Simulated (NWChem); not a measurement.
# C2H2F (SMILES C=[C]F): UB3LYP/6-311+G(d,p), part 2 of 2

NWChem 7.3.0.

**3. The singlet cation, same level**

Input file calc.nw:

```
start calc
title "C2H2F B3LYP"
memory total 2200 mb
charge 1
geometry units angstroms noautosym nocenter noautoz
  C      0.488200    -0.200400     0.008400
  C     -0.592700     0.393700     0.447100
  F     -1.725600     0.629500    -0.148900
  H      0.534700    -0.590400    -1.005400
  H      1.345200    -0.306200     0.657500
end
basis spherical bse
  * library 6-311+G**
end
dft
  xc b3lyp
  grid fine
  convergence energy 1e-08
  iterations 100
  mulliken
  noprint "final vectors analysis"
end
task dft
```

The run is started by

```
$ nwchem calc.nw > calc.out
```

The program printed:

```text
Northwest Computational Chemistry Package (NWChem) 7.3.0
             --------------------------------------------------------

           Job information
           ---------------

    nwchem branch   = 7.3.0
    use scalapack   = T
    input           = calc.nw
    prefix          = calc.
    data base       = ./calc.db
    status          = startup
    nproc           =        1

           Memory information
           ------------------

    heap     =     72089596 doubles =      550.0 Mbytes
    stack    =     72089601 doubles =      550.0 Mbytes
    global   =    144179200 doubles =     1100.0 Mbytes (distinct from heap & stack)
    total    =    288358397 doubles =     2200.0 Mbytes
    verify   = yes
    hardfail = no

           Directory information
           ---------------------

  0 permanent = .
  0 scratch   = .

                                NWChem Input Module
                                -------------------

                                    C2H2F B3LYP
                                    -----------

 Scaling coordinates for geometry "geometry" by  1.889725989
 (inverse scale =  0.529177249)

                             Geometry "geometry" -> ""
                             -------------------------

 Output coordinates in angstroms (scale by  1.889725989 to convert to a.u.)

  No.       Tag          Charge          X              Y              Z
 ---- ---------------- ---------- -------------- -------------- --------------
    1 C                    6.0000     0.48820000    -0.20040000     0.00840000
    2 C                    6.0000    -0.59270000     0.39370000     0.44710000
    3 F                    9.0000    -1.72560000     0.62950000    -0.14890000
    4 H                    1.0000     0.53470000    -0.59040000    -1.00540000
    5 H                    1.0000     1.34520000    -0.30620000     0.65750000

      Atomic Mass
      -----------

      C                 12.000000
      F                 18.998400
      H                  1.007825

 Effective nuclear repulsion energy (a.u.)      60.9611441547

            Nuclear Dipole moment (a.u.)
            ----------------------------
        X                 Y               Z
 ---------------- ---------------- ----------------
   -26.9805628020    11.2036184685     1.9747636581

            XYZ format geometry
            -------------------
     5
 geometry
 C                     0.48820000    -0.20040000     0.00840000
 C                    -0.59270000     0.39370000     0.44710000
 F                    -1.72560000     0.62950000    -0.14890000
 H                     0.53470000    -0.59040000    -1.00540000
 H                     1.34520000    -0.30620000     0.65750000

 ==============================================================================
                                internuclear distances
 ------------------------------------------------------------------------------
       center one      |      center two      | atomic units |  angstroms
 ------------------------------------------------------------------------------
    2 C                |   1 C                |     2.47385  |     1.30911
    3 F                |   2 C                |     2.45975  |     1.30165
    4 H                |   1 C                |     2.05455  |     1.08722
    5 H                |   1 C                |     2.04141  |     1.08027
 ------------------------------------------------------------------------------
                         number of included internuclear distances:          4
 ==============================================================================

 ==============================================================================
                                 internuclear angles
 ------------------------------------------------------------------------------
        center 1       |       center 2       |       center 3       |  degrees
 ------------------------------------------------------------------------------
    2 C                |   1 C                |   4 H                |   120.70
    2 C                |   1 C                |   5 H                |   119.88
    4 H                |   1 C                |   5 H                |   119.42
    1 C                |   2 C                |   3 F                |   130.35
 ------------------------------------------------------------------------------
                            number of included internuclear angles:          4
 ==============================================================================

 Summary of "ao basis" -> "" (spherical)
 ------------------------------------------------------------------------------
       Tag                 Description            Shells   Functions and Types
 ---------------- ------------------------------  ------  ---------------------
 *                         6-311+G**                  on all atoms

                                 NWChem DFT Module
                                 -----------------

                                    C2H2F B3LYP

                      Basis "ao basis" -> "ao basis" (spherical)
                      -----
  [basis functions not shown]

 Summary of "ao basis" -> "ao basis" (spherical)
 ------------------------------------------------------------------------------
       Tag                 Description            Shells   Functions and Types
 ---------------- ------------------------------  ------  ---------------------
 C                         6-311+G**                10       22   5s4p1d
 F                         6-311+G**                10       22   5s4p1d
 H                         6-311+G**                 4        6   3s1p

 Summary of "ao basis" -> "ao basis" (spherical)
 ------------------------------------------------------------------------------
       Tag                 Description            Shells   Functions and Types
 ---------------- ------------------------------  ------  ---------------------
 C                         6-311+G**                10       22   5s4p1d
 F                         6-311+G**                10       22   5s4p1d
 H                         6-311+G**                 4        6   3s1p

  Caching 1-el integrals
  itol2e modified to match energy
  convergence criterion.
  tol_rho modified to match energy
  convergence criterion.

            General Information
            -------------------
          SCF calculation type: DFT
          Wavefunction type:  closed shell.
          No. of atoms     :     5
          No. of electrons :    22
           Alpha electrons :    11
            Beta electrons :    11
          Charge           :     1
          Spin multiplicity:     1
          Use of symmetry is: off; symmetry adaption is: off
          Maximum number of iterations: 100
          AO basis - number of functions:    78
                     number of shells:    38
          Convergence on energy requested:  1.00D-08
          Convergence on density requested:  1.00D-05
          Convergence on gradient requested:  5.00D-04

              XC Information
              --------------
                         B3LYP Method XC Potential
                     Hartree-Fock (Exact) Exchange  0.200
                        Slater Exchange Functional  0.800 local
                    Becke 1988 Exchange Functional  0.720 non-local
              Lee-Yang-Parr Correlation Functional  0.810
                  VWN I RPA Correlation Functional  0.190 local

             Grid Information
             ----------------
          Grid used for XC integration:  fine
          Radial quadrature: Mura-Knowles
          Angular quadrature: Lebedev.
          Tag              B.-S. Rad. Rad. Pts. Rad. Cut. Ang. Pts.
          ---              ---------- --------- --------- ---------
          C                   0.70       70          11.0       590
          F                   0.50       70          11.0       590
          H                   0.35       60          10.0       590
          Grid pruning is: on
          Number of quadrature shells:   330
          Spatial weights used:  Erf1

          Convergence Information
          -----------------------
          Convergence aids based upon iterative change in
          total energy or number of iterations.
          Levelshifting, if invoked, occurs when the
          HOMO/LUMO gap drops below (HL_TOL):  1.00D-02
          DIIS, if invoked, will attempt to extrapolate
          using up to (NFOCK): 10 stored Fock matrices.

                    Damping( 0%)  Levelshifting(0.5)       DIIS
                  --------------- ------------------- ---------------
          dE  on:    start            ASAP                start
          dE off:    2 iters        100 iters           100 iters

      Screening Tolerance Information
      -------------------------------
          Density screening/tol_rho:  1.00D-11
          AO Gaussian exp screening on grid/accAOfunc:  18
          CD Gaussian exp screening on grid/accCDfunc:  20
          XC Gaussian exp screening on grid/accXCfunc:  20
          Schwarz screening/accCoul:  1.00D-09

      Superposition of Atomic Density Guess
      -------------------------------------

 Sum of atomic energies:        -175.74572748

 Renormalizing density from      23.00 to     22

      Non-variational initial energy
      ------------------------------

 Total energy =    -171.676823
 1-e energy   =    -345.670716
 2-e energy   =     113.032749
 HOMO         =      -0.683085
 LUMO         =      -0.560323

   Time after variat. SCF:      0.2

     ---------------------------------------------
      Total Density - Mulliken Population Analysis
     ---------------------------------------------

    Atom       Charge   Shell Charges
 -----------   ------   -------------------------------------------------------
    1 C    6     6.51   1.11  0.89  0.68  0.90  1.60  0.48  0.82 -0.02  0.03  0.03
    2 C    6     5.04   1.11  0.89  0.38  0.82  0.97  0.36  0.36 -0.00  0.03  0.11
    3 F    9     9.23   1.08  0.92  1.32  1.18  2.62  0.76  1.45 -0.07 -0.03  0.00
    4 H    1     0.58   0.19  0.33  0.03  0.03
    5 H    1     0.64   0.21  0.37  0.03  0.03
   Time prior to 1st pass:      0.2

 Grid_pts file          = ./calc.gridpts.0
 Record size in doubles =  12289        No. of grid_pts per rec  =   3070
 Max. records in memory =     71        Max. recs in file   = *********

           Memory utilization after 1st SCF pass:
           Heap Space remaining (MW):       37.66            37659676
          Stack Space remaining (MW):       72.09            72089012

   convergence    iter        energy       DeltaE   RMS-Dens  Diis-err    time
 ---------------- ----- ----------------- --------- --------- ---------  ------
 d= 0,ls=0.0,diis     1   -176.6233309456 -2.38D+02  2.32D-02  1.97D+00     0.8
 d= 0,ls=0.0,diis     2   -175.4157591816  1.21D+00  1.81D-02  1.52D+01     1.4
 d= 0,ls=0.0,diis     3   -176.7899143886 -1.37D+00  3.73D-03  1.34D-01     2.0
 d= 0,ls=0.0,diis     4   -176.7875186983  2.40D-03  2.32D-03  1.52D-01     2.7
 d= 0,ls=0.0,diis     5   -176.8060157993 -1.85D-02  5.07D-04  4.77D-03     3.2
  Resetting Diis
 d= 0,ls=0.0,diis     6   -176.8066680326 -6.52D-04  7.55D-05  1.46D-04     3.8
 d= 0,ls=0.0,diis     7   -176.8066860538 -1.80D-05  1.92D-05  2.12D-06     4.4
 d= 0,ls=0.0,diis     8   -176.8066860365  1.73D-08  1.08D-05  3.20D-06     5.0
 d= 0,ls=0.0,diis     9   -176.8066862906 -2.54D-07  3.39D-06  5.50D-07     5.6
 d= 0,ls=0.0,diis    10   -176.8066863340 -4.34D-08  8.15D-07  8.15D-09     6.2
 d= 0,ls=0.0,diis    11   -176.8066863350 -9.73D-10  3.05D-07  8.58D-10     6.8

         Total DFT energy =     -176.806686334973
      One electron energy =     -355.599332776576
           Coulomb energy =      139.423844349071
    Exchange-Corr. energy =      -21.592342062160
 Nuclear repulsion energy =       60.961144154691

 Numeric. integr. density =       22.000000042546

     Total iterative time =      6.6s

     ---------------------------------------------
      Total Density - Mulliken Population Analysis
     ---------------------------------------------

    Atom       Charge   Shell Charges
 -----------   ------   -------------------------------------------------------
    1 C    6     6.17   1.10  0.89  0.64  0.79  1.45  0.48  0.75  0.01  0.03  0.04
    2 C    6     5.58   1.10  0.88  0.56  0.83  1.27  0.36  0.46 -0.04  0.03  0.11
    3 F    9     8.83   1.08  0.92  1.16  1.12  2.30  0.84  1.48 -0.05 -0.03  0.01
    4 H    1     0.69   0.25  0.42  0.00  0.03
    5 H    1     0.73   0.26  0.44  0.01  0.03

     -------------------------------------------
      Total Density - Lowdin Population Analysis
     -------------------------------------------

    Atom       Charge   Shell Charges
 -----------   ------   -------------------------------------------------------
    1 C    6     5.90   1.05  0.92  0.62  0.50  1.39  0.31  0.88  0.05  0.09  0.08
    2 C    6     5.57   1.05  0.92  0.55  0.57  1.19  0.26  0.67  0.05  0.09  0.22
    3 F    9     8.85   1.03  0.96  1.17  0.98  2.24  0.63  1.44  0.13  0.27  0.01
    4 H    1     0.82   0.24  0.37  0.13  0.08
    5 H    1     0.86   0.26  0.39  0.14  0.08

 center of mass
 --------------
 x =  -1.34939018 y =   0.56151327 z =   0.09598978

 moments of inertia (a.u.)
 ------------------
          37.499564453000          56.400587787058         -13.331000736495
          56.400587787058         167.717776070502          -0.097226162264
         -13.331000736495          -0.097226162264         175.512312384320

     Multipole analysis of the density
     ---------------------------------

     L   x y z        total         alpha         beta         nuclear
     -   - - -        -----         -----         ----         -------
     0   0 0 0      1.000000    -11.000000    -11.000000     23.000000

     1   1 0 0     -0.188018     13.396272     13.396272    -26.980563
     1   0 1 0      0.198852     -5.502383     -5.502383     11.203618
     1   0 0 1      0.377063     -0.798850     -0.798850      1.974764

     2   2 0 0     -7.522694    -61.670656    -61.670656    115.818617
     2   1 1 0     -1.936712     21.334836     21.334836    -44.606384
     2   1 0 1     -0.541283     -2.223990     -2.223990      3.906696
     2   0 2 0    -10.543483    -14.520302    -14.520302     18.497120
     2   0 1 1      1.497945     -0.312898     -0.312898      2.123741
     2   0 0 2     -8.353785     -9.252250     -9.252250     10.150715

 Task  times  cpu:        6.8s     wall:        6.8s
 Total times  cpu:        6.8s     wall:        6.8s
```

It took 7.8 s on 1 thread of AMD EPYC 7R13 (Zen 3), shared host; peak memory 0.11 GiB.

**4. Summary of results**

This closing draws on all 2 parts.

At UB3LYP/6-311+G**:

| quantity | value |
| --- | --- |
| doublet C2H2F: total energy | -177.19591 Eh |
| doublet C2H2F: dipole moment | 1.11 D |
| doublet C2H2F: ⟨S²⟩ | 0.759 |
| singlet cation: total energy | -176.80669 Eh |
| vertical ionisation energy (to the singlet cation) | 10.591 eV |

**Reading.** Removing an electron at fixed nuclei costs 10.59 eV (1022 kJ/mol). Only the singlet of the ionised species was computed; a triplet could lie lower. Mulliken charges (doublet C2H2F) run from -0.31 on C1 to +0.16 on H4; in a basis this large or diffuse they mean little. Mulliken charges (singlet cation) run from -0.17 on C1 to +0.42 on C2; in a basis this large or diffuse they mean little.
